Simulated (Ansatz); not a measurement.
## Nudged elastic band run: BClFH$_{2}$

Input:

```yaml
crystal:
  periodic: [false, false, false]
  atoms:
    - { symbol: B, position_ang: [-0.106465, 0.000419, -0.023785] }
    - { symbol: F, position_ang: [-0.697229, 0.0771, 1.172701] }
    - { symbol: H, position_ang: [1.092402, -0.126868, -0.048554] }
    - { symbol: H, position_ang: [-0.828492, 0.065497, -0.988721] }
    - { symbol: Cl, position_ang: [0.539784, -0.016149, 3.63836] }
magnetization:
  spin_polarized: true
  initial_magnetization: 1
basis:
  gaussian: { orbitals: cc-pVDZ }
hamiltonian:
  xc: pbe0
  dispersion: d4
neb:
  order_check: false
  images: 7
  f_tol: 0.2
  max_iterations: 60
  final_atoms:
    - { symbol: B, position_ang: [-0.01151529, -0.00979312, -0.14271644] }
    - { symbol: F, position_ang: [0.00551248, 0.0094025, 1.19147437] }
    - { symbol: H, position_ang: [1.04813812, -0.13162054, -0.70870136] }
    - { symbol: H, position_ang: [-1.08569109, 0.09232732, -0.68469651] }
    - { symbol: Cl, position_ang: [0.04355578, 0.03968285, 4.09464095] }
  initial_path:
    images:
      - { positions_ang: [[-0.106465, 0.000419, -0.023785], [-0.697229, 0.0771, 1.172701], [1.092402, -0.126868, -0.048554], [-0.828492, 0.065497, -0.988721], [0.539784, -0.016149, 3.63836]] }
      - { positions_ang: [[-0.07454679, -0.00283012, -0.01773735], [-0.52871856, 0.06126274, 1.27191499], [1.08487249, -0.12805084, -0.17728164], [-0.86792361, 0.07074485, -0.89781098], [0.38631647, -0.00112763, 3.57091599]] }
      - { positions_ang: [[-0.04262857, -0.00607925, -0.01168969], [-0.36020813, 0.04542549, 1.37112897], [1.07734298, -0.12923367, -0.30600928], [-0.90735523, 0.07599269, -0.80690097], [0.23284894, 0.01389374, 3.50347197]] }
      - { positions_ang: [[-0.01071036, -0.00932837, -0.00564204], [-0.19169769, 0.02958823, 1.47034296], [1.06981348, -0.13041651, -0.43473692], [-0.94678684, 0.08124054, -0.71599095], [0.07938141, 0.02891511, 3.43602796]] }
      - { positions_ang: [[0.02120786, -0.01257749, 0.00040562], [-0.02318726, 0.01375097, 1.56955694], [1.06228397, -0.13159934, -0.56346456], [-0.98621845, 0.08648839, -0.62508094], [-0.07408612, 0.04393648, 3.36858394]] }
      - { positions_ang: [[0.01302707, -0.0118814, -0.0353749], [-0.01601232, 0.01266385, 1.4750363], [1.05874751, -0.13160464, -0.59977376], [-1.01108661, 0.08794812, -0.63998483], [-0.04467564, 0.04287307, 3.55009819]] }
      - { positions_ang: [[0.00484628, -0.01118531, -0.07115541], [-0.00883739, 0.01157674, 1.38051566], [1.05521104, -0.13160994, -0.63608296], [-1.03595477, 0.08940785, -0.65488873], [-0.01526517, 0.04180966, 3.73161244]] }
      - { positions_ang: [[-0.0033345, -0.01048921, -0.10693593], [-0.00166246, 0.01048962, 1.28599502], [1.05167458, -0.13161524, -0.67239216], [-1.06082293, 0.09086758, -0.66979262], [0.01414531, 0.04074625, 3.91312669]] }
      - { positions_ang: [[-0.01151529, -0.00979312, -0.14271644], [0.00551248, 0.0094025, 1.19147437], [1.04813812, -0.13162054, -0.70870136], [-1.08569109, 0.09232732, -0.68469651], [0.04355578, 0.03968285, 4.09464095]] }
```

Launched with:

```bash
$ ansatz run input.yaml --threads 2 --pin off --max-ram 3072MiB --backend cpu --events-out ev --progress --plain --runs-dir out
```

Output, in part (warnings, iteration lines, the closing report on the highest movable image, with atoms numbered from 0):

```
NEB end point (image 0): max|allowed force component| = 4.992e-3 eV/Å (the criterion of neb.relax_end_points is 4.000e-2)
NEB end point (image 8): max|allowed force component| = 2.427e-2 eV/Å (the criterion of neb.relax_end_points is 4.000e-2)
NEB iter   1: max|band force component| = 1.079e1 eV/Å  barrier→ = 2.4506 eV  barrier← = 2.4284 eV  Δτ_max = 0.2000 Å  (747 SCF iters)
NEB iter   2: max|band force component| = 6.942e0 eV/Å  barrier→ = 1.2213 eV  barrier← = 1.1991 eV  Δτ_max = 0.1846 Å  (321 SCF iters)
NEB iter   3: max|band force component| = 2.170e0 eV/Å  barrier→ = 0.4475 eV  barrier← = 0.4254 eV  Δτ_max = 0.1986 Å  (332 SCF iters)
NEB iter   4: max|band force component| = 3.301e0 eV/Å  barrier→ = 0.3341 eV  barrier← = 0.3120 eV  Δτ_max = 0.1032 Å  (511 SCF iters)
NEB iter   5: max|band force component| = 1.015e0 eV/Å  barrier→ = 0.1297 eV  barrier← = 0.1076 eV  Δτ_max = 0.1629 Å  (529 SCF iters)
NEB iter   6: max|band force component| = 1.209e0 eV/Å  barrier→ = 0.0465 eV  barrier← = 0.0244 eV  Δτ_max = 0.0839 Å  (550 SCF iters)
NEB iter   7: max|band force component| = 3.460e-1 eV/Å  barrier→ = 0.0211 eV  barrier← = -0.0010 eV  CI = image 7  Δτ_max = 0.0923 Å  (662 SCF iters)
NEB iter   8: max|band force component| = 6.061e-1 eV/Å  barrier→ = 0.0210 eV  barrier← = -0.0012 eV  CI = image 7  Δτ_max = 0.0461 Å  (579 SCF iters)
NEB iter   9: max|band force component| = 3.200e-1 eV/Å  barrier→ = 0.0210 eV  barrier← = -0.0011 eV  CI = image 7  Δτ_max = 0.0453 Å  (585 SCF iters)
NEB iter  10: max|band force component| = 7.194e-2 eV/Å  barrier→ = 0.0211 eV  barrier← = -0.0010 eV  CI = image 7  Δτ_max = 0.0000 Å  (1316 SCF iters)
Total energy: -15939.90115688 eV, -585.7805630621 hartree
Atom 0 at    -0.018592    -0.010845    -0.134226 Å, force    -0.006654     0.001846     0.006622 eV/Å
Atom 1 at    -0.103330     0.011348     1.197951 Å, force    -0.002284    -0.000313    -0.009827 eV/Å
Atom 2 at     1.079844    -0.131767    -0.619149 Å, force     0.003100    -0.000564     0.007126 eV/Å
Atom 3 at    -1.050620     0.092288    -0.751533 Å, force     0.001461    -0.000564    -0.004091 eV/Å
Atom 4 at     0.092697     0.038975     4.056958 Å, force     0.004378    -0.000405     0.000170 eV/Å
Dipole moment:     0.007885    -0.003167    -0.202084 e Å
```

The run converged. The highest image is an end point: on this band no image between the ends rises above it.

Final band:

```json
{"image": "0", "path coordinate (Å)": "0.00", "energy (kJ/mol)": "0.0"}
{"image": "1", "path coordinate (Å)": "0.21", "energy (kJ/mol)": "0.2"}
{"image": "2", "path coordinate (Å)": "0.42", "energy (kJ/mol)": "0.4"}
{"image": "3", "path coordinate (Å)": "0.63", "energy (kJ/mol)": "0.5"}
{"image": "4", "path coordinate (Å)": "0.84", "energy (kJ/mol)": "1.0"}
{"image": "5", "path coordinate (Å)": "1.05", "energy (kJ/mol)": "1.3"}
{"image": "6", "path coordinate (Å)": "1.25", "energy (kJ/mol)": "1.8"}
{"image": "7", "path coordinate (Å)": "1.46", "energy (kJ/mol)": "2.0"}
{"image": "8", "path coordinate (Å)": "1.63", "energy (kJ/mol)": "2.1"}
```

The run took 94 s on 2 threads of INTEL(R) XEON(R) PLATINUM 8581C CPU @ 2.10GHz (Emerald Rapids) (shared host), peak memory 0.16 GiB.
